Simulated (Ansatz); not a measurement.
# CH6NSi: the cost of one run

Method: single points in def2-TZVPP; program: Ansatz 0.2.0, Gaussian basis.

Cores are frozen in the correlated methods. Orbitals are unrestricted.

### Step 1. Starting geometry

9 atoms, charge 0, spin multiplicity 2.

Atoms are counted from 1 here; the program's logs count them from 0.

Bond lengths: C1–N2 1.458 Å, C1–H4 1.078 Å, C1–H5 1.103 Å, C1–H6 1.100 Å, N2–Si3 1.702 Å, N2–H7 1.022 Å, Si3–H8 1.456 Å, Si3–H9 1.499 Å. Angles: N2–C1–H4 109.0°, N2–C1–H5 108.2°, N2–C1–H6 113.7°, H4–C1–H5 108.1°, H4–C1–H6 110.3°, H5–C1–H6 107.3°, C1–N2–Si3 123.5°, C1–N2–H7 112.6°, Si3–N2–H7 118.3°, N2–Si3–H8 108.1°, N2–Si3–H9 117.0°, H8–Si3–H9 111.2°.

Geometry (Å):

```csv
atom,x (Å),y (Å),z (Å)
C1,-0.4718,0.5882,-0.8411
N2,0.7137,0.0487,-0.1861
Si3,0.6514,-0.9710,1.1748
H4,-1.2328,-0.1740,-0.8735
H5,-0.2037,0.8484,-1.8785
H6,-0.8635,1.4997,-0.3660
H7,1.5350,0.6446,-0.3072
H8,-0.1146,-2.1561,0.8180
H9,0.1542,-0.3691,2.4548
```

### Step 2. CCSD(T)/def2-TZVPP

run/in.yaml

```yaml
crystal:
  periodic: [false, false, false]
  atoms:
    - {symbol: C, position_ang: [-0.471800, 0.588200, -0.841100]}
    - {symbol: N, position_ang: [0.713700, 0.048700, -0.186100]}
    - {symbol: Si, position_ang: [0.651400, -0.971000, 1.174800]}
    - {symbol: H, position_ang: [-1.232800, -0.174000, -0.873500]}
    - {symbol: H, position_ang: [-0.203700, 0.848400, -1.878500]}
    - {symbol: H, position_ang: [-0.863500, 1.499700, -0.366000]}
    - {symbol: H, position_ang: [1.535000, 0.644600, -0.307200]}
    - {symbol: H, position_ang: [-0.114600, -2.156100, 0.818000]}
    - {symbol: H, position_ang: [0.154200, -0.369100, 2.454800]}
basis:
  gaussian: {orbitals: def2-TZVPP}
magnetization: {spin_polarized: true, initial_magnetization: 1}
correlation: {method: ccsd_t}
scf: {omitted_lower_state_checks: [cluster_reference]}
```

On the command line:

```sh
$ ansatz run in.yaml --threads 8 --pin off --events-out ev --progress --plain --max-ram 10444MiB
```

**Question.** How long does this run take on 8 threads of Arm Neoverse N1, shared host, and how much memory does it need?

About 65 s, with a peak of 4.9 GiB.
